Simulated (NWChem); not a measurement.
Program: NWChem. System: FLi, charge 0, spin multiplicity 1, at a geometry optimised with PBE0/def2-SVP. The structure started from a generated list of species. Level: CCSD(T)/def2-TZVP, 1 core orbitals frozen.

The NWChem input:

```
start mol
memory heap 100 mb stack 700 mb global 1900 mb
geometry units angstroms nocenter noautoz
  Li     0.000000     0.000000    -1.149193
  F      0.000000     0.000000     0.383064
  symmetry group C2v
end
basis spherical
  * library def2-tzvp
end
scf
  rhf
  nopen 0
  maxiter 100
  thresh 1e-7
  semidirect memsize 60000000 filesize 0
end
tce
  freeze core 1
  ccsd(t)
  2eorb
  2emet 13
  thresh 1e-6
  maxiter 100
  tilesize 24
end
task tce energy
```

Part of the output:

```
             Northwest Computational Chemistry Package (NWChem) 7.3.0
             --------------------------------------------------------

                                NWChem Input Module
                                -------------------

 Scaling coordinates for geometry "geometry" by  1.889725989
 (inverse scale =  0.529177249)

 Turning off AUTOSYM since
 SYMMETRY directive was detected!

                             Geometry "geometry" -> ""
                             -------------------------

 Output coordinates in angstroms (scale by  1.889725989 to convert to a.u.)

  No.       Tag          Charge          X              Y              Z
 ---- ---------------- ---------- -------------- -------------- --------------
    1 Li                   3.0000     0.00000000     0.00000000    -1.14919300
    2 F                    9.0000     0.00000000     0.00000000     0.38306400

 Effective nuclear repulsion energy (a.u.)       9.3246666342

            Nuclear Dipole moment (a.u.)
            ----------------------------
        X                 Y               Z
 ---------------- ---------------- ----------------
     0.0000000000     0.0000000000    -0.0000056692

      Symmetry information
      --------------------

 Group name             C2v
 Group number             16
 Group order               4
 No. of unique centers     2

      Symmetry unique atoms

     1    2


 Summary of "ao basis" -> "" (spherical)
 ------------------------------------------------------------------------------
       Tag                 Description            Shells   Functions and Types
 ---------------- ------------------------------  ------  ---------------------
 *                         def2-tzvp                  on all atoms

 Summary of "ao basis" -> "ao basis" (spherical)
 ------------------------------------------------------------------------------
       Tag                 Description            Shells   Functions and Types
 ---------------- ------------------------------  ------  ---------------------
 Li                        def2-tzvp                 8       14   5s3p
 F                         def2-tzvp                11       31   5s3p2d1f

                                 NWChem SCF Module
                                 -----------------

  ao basis        = "ao basis"
  functions       =    45
  atoms           =     2
  closed shells   =     6
  open shells     =     0
  charge          =   0.00
  wavefunction    = RHF
  use symmetry    = T
  symmetry adapt  = T

 Summary of "ao basis" -> "ao basis" (spherical)
 ------------------------------------------------------------------------------
       Tag                 Description            Shells   Functions and Types
 ---------------- ------------------------------  ------  ---------------------
 Li                        def2-tzvp                 8       14   5s3p
 F                         def2-tzvp                11       31   5s3p2d1f

      Symmetry analysis of basis
      --------------------------

        a1         22
        a2          3
        b1         10
        b2         10

 Forming initial guess at       0.0s

      Superposition of Atomic Density Guess
      -------------------------------------

 Sum of atomic energies:        -106.85072996

      Non-variational initial energy
      ------------------------------

 Total energy =    -106.584669
 1-e energy   =    -166.932482
 2-e energy   =      51.023147
 HOMO         =      -0.670504
 LUMO         =      -0.057794
[...]
  ----- ------------  ---------------      ----- ------------  ---------------
    10      1.046211  1 Li py                27     -0.245338  2 F  py

 Vector    9  Occ=0.000000D+00  E= 1.084917D-01  Symmetry=b1
              MO Center=  2.6D-15, -7.7D-33, -1.3D+00, r^2= 5.9D+00
   Bfn.  Coefficient  Atom+Function         Bfn.  Coefficient  Atom+Function
  ----- ------------  ---------------      ----- ------------  ---------------
     9      1.046211  1 Li px                26     -0.245338  2 F  px

 center of mass
 --------------
 x =   0.00000000 y =   0.00000000 z =  -0.05703341

 moments of inertia (a.u.)
 ------------------
          42.958953536722           0.000000000000           0.000000000000
           0.000000000000          42.958953536722           0.000000000000
           0.000000000000           0.000000000000           0.000000000000

  Mulliken analysis of the total density
  --------------------------------------

    Atom       Charge   Shell Charges
 -----------   ------   -------------------------------------------------------
    1 Li   3     2.17   0.36  1.29  0.34  0.02 -0.00  0.10  0.06  0.00
    2 F    9     9.83   0.77  1.20  0.59  0.98  0.44  2.24  2.26  1.35  0.00  0.00  0.00

       Multipole analysis of the density wrt the origin
       ------------------------------------------------

     L   x y z        total         open         nuclear
     -   - - -        -----         ----         -------
     0   0 0 0     -0.000000      0.000000     12.000000

     1   1 0 0     -0.000000      0.000000      0.000000
     1   0 1 0     -0.000000      0.000000      0.000000
     1   0 0 1     -2.515875      0.000000     -0.000006

     2   2 0 0     -5.147902      0.000000      0.000000
     2   1 1 0      0.000000      0.000000      0.000000
     2   1 0 1      0.000000      0.000000      0.000000
     2   0 2 0     -5.147902      0.000000      0.000000
     2   0 1 1     -0.000000      0.000000      0.000000
     2   0 0 2     -0.775324      0.000000     18.864418

                   NWChem Extensible Many-Electron Theory Module
                   ---------------------------------------------


            General Information
            -------------------
      Number of processors :     1
         Wavefunction type : Restricted Hartree-Fock
          No. of electrons :    12
           Alpha electrons :     6
            Beta electrons :     6
           No. of orbitals :    90
            Alpha orbitals :    45
             Beta orbitals :    45
        Alpha frozen cores :     1
         Beta frozen cores :     1
     Alpha frozen virtuals :     0
      Beta frozen virtuals :     0
         Spin multiplicity : singlet
    Number of AO functions :    45
       Number of AO shells :    19
        Use of symmetry is : on
      Symmetry adaption is : on
         Schwarz screening : 0.10D-09

          Correlation Information
          -----------------------
          Calculation type : Coupled-cluster singles & doubles w/ perturbation
   Perturbative correction : (T)
            Max iterations :      100
        Residual threshold : 0.10D-05
     T(0) DIIS level shift : 0.00D+00
     L(0) DIIS level shift : 0.00D+00
     T(1) DIIS level shift : 0.00D+00
     L(1) DIIS level shift : 0.00D+00
     T(R) DIIS level shift : 0.00D+00
     T(I) DIIS level shift : 0.00D+00
   CC-T/L Amplitude update :  5-th order DIIS
                I/O scheme : Global Array Library
        L-threshold :  0.10D-05
        EOM-threshold :  0.10D-05
 no EOMCCSD initial starts read in
 TCE RESTART OPTIONS
 SLICE:      F
 D4D5:       F
 quantumc:   F
 qrotation:  F
 pwtce:      F
 qducc:      F
 nacto:                         0
 nrotv:                         0
 nrot:                          0

            Memory Information
            ------------------
          Available GA space size is     249034775 doubles
          Available MA space size is     104854844 doubles

 Maximum block size supplied by input
 Maximum block size        24 doubles

 tile_dim =     18

 -------------------------------------------------

 Global array virtual files algorithm will be used

 Parallel file system coherency ......... OK

 4-electron integrals stored in orbital form

 v2    file size   =           331501
 4-index algorithm nr.  13 is used
 imaxsize =       30
 imaxsize ichop =        0


CCSD iterations
 ---------------------------------------------------------
 Iter          Residuum       Correlation     Cpu    Wall
 ---------------------------------------------------------
    1   0.1582338524921  -0.3040318164369     0.1     0.1
    2   0.0298749337659  -0.3022099863813     0.1     0.1
    3   0.0084733835664  -0.3064401193836     0.1     0.1
    4   0.0040168558060  -0.3063888195609     0.1     0.1
    5   0.0015136171645  -0.3067087951551     0.1     0.1
    6   0.0005463539590  -0.3067237809731     0.1     0.1
    7   0.0003026691719  -0.3067342764704     0.1     0.1
    8   0.0001561769513  -0.3067379159838     0.1     0.1
    9   0.0001197409503  -0.3067376134852     0.1     0.1
   10   0.0000725635485  -0.3067401003706     0.1     0.1
   11   0.0000125409125  -0.3067403403578     0.1     0.1
   12   0.0000066289153  -0.3067409126897     0.1     0.1
   13   0.0000036821913  -0.3067406408017     0.1     0.1
   14   0.0000022767323  -0.3067407001967     0.1     0.1
   15   0.0000014368656  -0.3067406447734     0.1     0.1
   16   0.0000004430895  -0.3067406351472     0.1     0.1
 -----------------------------------------------------------------
 Iterations converged
 CCSD correlation energy / hartree =        -0.306740635147172
 CCSD total energy / hartree       =      -107.290716706034900

 Singles contributions

 Doubles contributions
 CCSD(T)
 Using plain CCSD(T) code
             total no. of tasks          230
 total no. of tasks / no. procs          230
                         wl_min           81           2.1
                         wl_max       157464           7.3
        thresh for no. of tasks          230

 CCSD[T]  correction energy / hartree =        -0.007412001064071
 CCSD[T] correlation energy / hartree =        -0.314152636211243
 CCSD[T] total energy / hartree       =      -107.298128707098968
 CCSD(T)  correction energy / hartree =        -0.006763211084196
 CCSD(T) correlation energy / hartree =        -0.313503846231368
 CCSD(T) total energy / hartree       =      -107.297479917119091

 Task  times  cpu:        1.7s     wall:        1.7s

 Total times  cpu:        1.7s     wall:        1.7s
```
